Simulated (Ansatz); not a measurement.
# AlClH₃N (SMILES [NH2][AlH][Cl]): functionals against CCSD(T) at one geometry

An exercise on one series of results from a longer session: the logs are not shown, and one member is left open.

The runs use Ansatz 0.2.0, Gaussian basis; single points in def2-TZVPP.

Cores are frozen in the correlated methods.

## The starting structure

SMILES `[NH2][AlH][Cl]`, 6 atoms, charge 0, spin multiplicity 1.

Atoms are counted from 1 here; the program's logs count them from 0.

Bond lengths: N1–Al2 1.579 Å, N1–H4 1.287 Å, N1–H5 0.939 Å, Al2–Cl3 2.166 Å, Al2–H6 1.576 Å. Angles: Al2–N1–H4 130.2°, Al2–N1–H5 136.7°, H4–N1–H5 92.2°, N1–Al2–Cl3 121.3°, N1–Al2–H6 114.2°, Cl3–Al2–H6 124.3°.

Coordinates:

```mol
AlClH3N
  3D, bonds by distance, orders not assigned

  6  5  0  0  0  0  0  0  0  0999 V2000
   -0.5584    0.1593   -0.6605 N   0  0
    0.5000   -0.0798    0.4865 Al  0  0
    1.5050   -1.9850    0.7103 Cl  0  0
   -1.3898    1.1255   -0.8357 H   0  0
   -0.9419   -0.3454   -1.3534 H   0  0
    0.6481    1.1268    1.4894 H   0  0
  1  2  8  0
  1  4  8  0
  1  5  8  0
  2  3  8  0
  2  6  8  0
M  END
```

Set-up of the first run:

Input file run/in.yaml:

```yaml
crystal:
  periodic: [false, false, false]
  atoms:
    - {symbol: N, position_ang: [-0.558400, 0.159300, -0.660500]}
    - {symbol: Al, position_ang: [0.500000, -0.079800, 0.486500]}
    - {symbol: Cl, position_ang: [1.505000, -1.985000, 0.710300]}
    - {symbol: H, position_ang: [-1.389800, 1.125500, -0.835700]}
    - {symbol: H, position_ang: [-0.941900, -0.345400, -1.353400]}
    - {symbol: H, position_ang: [0.648100, 1.126800, 1.489400]}
basis:
  gaussian: {orbitals: def2-TZVPP}
correlation: {method: ccsd_t}
output: {forces: true}
```

Launch:

```bash
$ ansatz run in.yaml --threads 4 --pin off --events-out ev --progress --plain --max-ram 5222MiB
```

Steps of the session up to this table: CCSD(T)/def2-TZVPP; PBE0-D4/def2-TZVPP; wB97M-V/def2-TZVPP; r2SCAN-D4/def2-TZVPP; PBE-D4/def2-TZVPP; B97M-V/def2-TZVPP; BLYP-D4/def2-TZVPP.

One table of the session follows, with a row left open; its other results are not shown here.

```
   method  RMS force component (eV/Å)  angle to CCSD(T) forces (°)  dipole (D)
  CCSD(T)                       3.464                    reference        3.00
  PBE0-D4                       3.415                          1.7        3.11
  wB97M-V                       3.442                          1.4        3.10
r2SCAN-D4                       3.389                          1.1        3.09
   PBE-D4                       3.364                          2.5        3.03
   B97M-V                           ?                            ?           ?
  BLYP-D4                       3.339                          2.4        2.98
```

**Question.** Estimate the row for B97M-V.

As computed: RMS force component (eV/Å): 3.362; angle to CCSD(T) forces (°): 1.9; dipole (D): 3.02. In the column «RMS force component (eV/Å)» it lies between BLYP-D4 (3.339) and PBE-D4 (3.364).

To keep in mind: The reference is not at the basis limit: in triple zeta CCSD(T) underbinds, which counts against methods that bind more; the gaps are no ranking.
